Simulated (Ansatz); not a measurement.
# SiNH₆+ (SMILES [NH3+][SiH3]): single points off equilibrium

Aim: energy, forces and dipole at a structure displaced at random from a GFN2-xTB minimum, from CCSD(T) and from density functionals.

Program: Ansatz 0.2.0, Gaussian basis. Level of theory: single points in def2-TZVPP. These are calculated values, not measurements.

Cores are frozen in the correlated methods. B3LYP uses VWN-RPA correlation.

## 1. Starting geometry

SMILES `[NH3+][SiH3]`, 8 atoms, charge 1, spin multiplicity 1.

Atoms are counted from 1 here; the program's logs count them from 0.

Bond lengths: N1–Si2 1.908 Å, N1–H3 1.028 Å, N1–H4 1.142 Å, N1–H5 0.834 Å, Si2–H6 1.624 Å, Si2–H7 1.563 Å, Si2–H8 1.478 Å. Angles: Si2–N1–H3 114.5°, Si2–N1–H4 102.8°, Si2–N1–H5 122.2°, H3–N1–H4 98.9°, H3–N1–H5 109.3°, H4–N1–H5 105.8°, N1–Si2–H6 90.6°, N1–Si2–H7 101.0°, N1–Si2–H8 100.3°, H6–Si2–H7 115.6°, H6–Si2–H8 121.4°, H7–Si2–H8 118.2°.

Geometry (Å):

```xyz
8
charge 1, multiplicity 1
N    -0.4414    0.1745   -0.7619
Si    0.3949   -0.0858    0.9330
H     0.1122    0.7256   -1.4300
H    -0.3408   -0.8514   -1.2534
H    -1.2460    0.3819   -0.8327
H     0.3887    1.5156    1.2016
H     1.7677   -0.6926    0.4971
H    -0.5895   -0.9788    1.5795
```

## 2. CCSD(T)/def2-TZVPP

Contents of run/in.yaml:

```yaml
crystal:
  periodic: [false, false, false]
  atoms:
    - {symbol: N, position_ang: [-0.441400, 0.174500, -0.761900]}
    - {symbol: Si, position_ang: [0.394900, -0.085800, 0.933000]}
    - {symbol: H, position_ang: [0.112200, 0.725600, -1.430000]}
    - {symbol: H, position_ang: [-0.340800, -0.851400, -1.253400]}
    - {symbol: H, position_ang: [-1.246000, 0.381900, -0.832700]}
    - {symbol: H, position_ang: [0.388700, 1.515600, 1.201600]}
    - {symbol: H, position_ang: [1.767700, -0.692600, 0.497100]}
    - {symbol: H, position_ang: [-0.589500, -0.978800, 1.579500]}
basis:
  gaussian: {orbitals: def2-TZVPP}
total_charge: 1
correlation: {method: ccsd_t}
output: {forces: true}
```

The command line of these runs was not kept.

## 3. PBE0-D4/def2-TZVPP

Changes to run/in.yaml since step 2:

```diff
@@ -14,3 +14,3 @@
 total_charge: 1
-correlation: {method: ccsd_t}
-output: {forces: true}
+hamiltonian: {xc: pbe0, dispersion: d4}
+output: {forces: true, orbitals: {seedname: orbitals}}
```

## 4. wB97M-V/def2-TZVPP

Changes to run/in.yaml since step 3:

```diff
@@ -14,3 +14,3 @@
 total_charge: 1
-hamiltonian: {xc: pbe0, dispersion: d4}
-output: {forces: true, orbitals: {seedname: orbitals}}
+hamiltonian: {xc: {name: wB97M-V}}
+output: {forces: true}
```

## 5. r2SCAN-D4/def2-TZVPP

Changes to run/in.yaml since step 4:

```diff
@@ -14,3 +14,3 @@
 total_charge: 1
-hamiltonian: {xc: {name: wB97M-V}}
+hamiltonian: {xc: r2scan, dispersion: d4}
 output: {forces: true}
```

## 6. PBE-D4/def2-TZVPP

Changes to run/in.yaml since step 5:

```diff
@@ -14,3 +14,3 @@
 total_charge: 1
-hamiltonian: {xc: r2scan, dispersion: d4}
+hamiltonian: {xc: pbe, dispersion: d4}
 output: {forces: true}
```

## 7. BLYP-D4/def2-TZVPP

Changes to run/in.yaml since step 6:

```diff
@@ -14,3 +14,3 @@
 total_charge: 1
-hamiltonian: {xc: pbe, dispersion: d4}
+hamiltonian: {xc: {name: BLYP}, dispersion: d4}
 output: {forces: true}
```

## 8. B3LYP-D4/def2-TZVPP

Changes to run/in.yaml since step 7:

```diff
@@ -14,3 +14,3 @@
 total_charge: 1
-hamiltonian: {xc: {name: BLYP}, dispersion: d4}
+hamiltonian: {xc: {name: B3LYP}, dispersion: d4}
 output: {forces: true}
```

(Steps that only read results are left out.)

Before running it: what results should come out? Wanted: energy less free atoms, CCSD(T)/def2-TZVPP; RMS force component; RMS force error; HOMO and LUMO, PBE0-D4; T1 diagnostic.

As calculated:

| quantity | value |
| --- | --- |
| energy less free atoms, CCSD(T)/def2-TZVPP | -15.825 eV |
| RMS force component | 4.673 to 4.748 eV/Å over the methods |
| RMS force error | PBE0-D4 0.054, wB97M-V 0.045, r2SCAN-D4 0.043, PBE-D4 0.167, BLYP-D4 0.169, B3LYP-D4 0.059 eV/Å |
| HOMO and LUMO, PBE0-D4 | -14.95 and -6.21 eV |
| T1 diagnostic | 0.009 |

In words: Against CCSD(T) the functionals' energies less atoms differ by -0.675 to -0.228 eV, PBE-D4 by -0.481 eV. A larger basis would deepen the CCSD(T) value, while the functionals are nearly converged already, so the order here is not reliable. On forces the order runs from r2SCAN-D4 to BLYP-D4.
